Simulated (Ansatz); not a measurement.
The input, for Ansatz 0.2.0:

```yaml
crystal:
  periodic: [false, false, false]
  atoms:
    - {symbol: Br, position_ang: [0.000000, 0.000000, 0.000000]}
    - {symbol: Be, position_ang: [0.000000, 0.000000, 2.804000]}
basis:
  gaussian: {orbitals: 6-31G, point_charges: [{charge: 1.00, position_ang: [4.869, 0.830, -0.829]}]}
total_charge: 1
magnetization: {spin_polarized: false, initial_magnetization: 2}
correlation: {active_space: {ras: {orbitals: [3, 2, 18], electrons: 8, max_holes: 2, max_particles: 2}, fixed_orbitals: true}}
```

```sh
$ ansatz run in.yaml --threads 1 --pin off --events-out ev --progress --plain --max-ram 2393MiB
```

The program prints:

```
384 factors; integrals over basis functions are off by at most 6.9e-4 eV
mean field evaluation 1: about -70374.5404 eV, gradient 1.4e1 eV
mean field evaluation 2: about -70374.5601 eV, gradient 1.4e1 eV
mean field evaluation 4: about -70375.2525 eV, gradient 8.9e-1 eV
mean field evaluation 8: about -70375.2792 eV, gradient 1.2e-1 eV
mean field evaluation 16: about -70375.1360 eV, gradient 3.8e0 eV
mean field evaluation 32: about -70374.7930 eV, gradient 2.7e0 eV
mean field evaluation 64: about -70375.2776 eV, gradient 5.1e-2 eV
mean field -70375.27959263 eV, -2586.2438229514 hartree, gradient 2.1e-6 eV, S^2 2.000000; 8 other end points of the search recorded, 0 dependent functions left out
reference -70375.27959263 eV, -2586.2438229514 hartree; 20, 18 occupied and 18, 20 virtual orbitals, 384 factors
state -70376.32189659 eV, -2586.2821269153 hartree
Total energy: -70376.32189659 eV, -2586.2821269153 hartree
```

Natural occupations: 1.9930 1.9898 1.9756 0.9982 0.9973 0.0149 0.0094 0.0058 0.0052 0.0035 0.0028 0.0021 0.0008 0.0003 0.0003 0.0003 0.0003 0.0003 0.0001 0.0001 0.0000 0.0000 0.0000.

Ran on 1 thread of AMD EPYC, shared host: 4.5 s wall, 0.16 GiB peak host memory.
